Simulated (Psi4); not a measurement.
Pair of molecules: H2O (SMILES O) (first 3 atoms) with ClF (SMILES FCl); geometry from NCB31 set.
(charge 0, multiplicity 1):
```xyz
5

O      2.23982     0.00003    -0.08823
H      2.60089     0.76196     0.37705
H      2.60109    -0.76173     0.37719
Cl    -0.31587    -0.00007    -0.01691
F     -1.97231     0.00007     0.02657
```

All values below come from SAPT0/jun-cc-pV(D+d)Z (Psi4).

**Question.** Give the four SAPT terms and the total, and say what mostly holds the pair together.

**Answer.** electrostatics -11.03, exchange 11.27, induction -3.85, dispersion -1.87, total -5.47 kcal/mol; the largest attraction is electrostatics.
